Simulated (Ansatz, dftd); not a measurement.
Reaction: C3H4 (propa-1,2-diene, SMILES C=C=C) → C3H3 (SMILES C=C=[CH], doublet) + H (doublet) (the C-H bond breaks)
Each species at its own B3LYP-D3(BJ)/def2-TZVP minimum (Ansatz, a quantum-chemistry and plane-wave program).

Wanted: bond dissociation energy (electronic), in kJ/mol. UHF or UKS for unpaired electrons; spin-orbit terms are left out. Cores are frozen in correlated methods. Rows without X2C or -DK are non-relativistic. CBS(X,Y): correlation extrapolated as X^-3, Hartree-Fock from the larger set (Q,5: extrapolated as (X+1)exp(-9√X)). A bracket is a step between two methods taken in the basis named. The functionals are non-relativistic, so their misses hold any scalar relativity. 'core' is core correlation in cc-pwCVTZ, 'X2C' scalar relativity in cc-pVTZ-DK, both at CCSD(T). Where a partner has so few electrons that a lower coupled-cluster level is exact, that level stands in. The UHF reference of C3H3 ([CH]=C=C, doublet) is spin-contaminated (<S^2> up to 0.21 over the pure value in the sets run).

```csv
level,program,bond dissociation energy (kJ/mol),difference against the last row
HF/cc-pVDZ,Ansatz,295.4,-114.0
CAM-B3LYP-D4/def2-TZVPD,Ansatz + dftd4,406.8,-2.6
"MP2/CBS(cc-pVTZ,cc-pVQZ)",Ansatz,434.7,25.3
"MP2/CBS(cc-pVQZ,cc-pV5Z)",Ansatz,434.7,25.3
CCSDT(Q)/cc-pVDZ,Ansatz,396.0,-13.4
"CCSD(T)/CBS(cc-pVQZ,cc-pV5Z) + [CCSDT(Q) - CCSD(T)]/cc-pVDZ + core + X2C",Ansatz,409.4,0.0
```
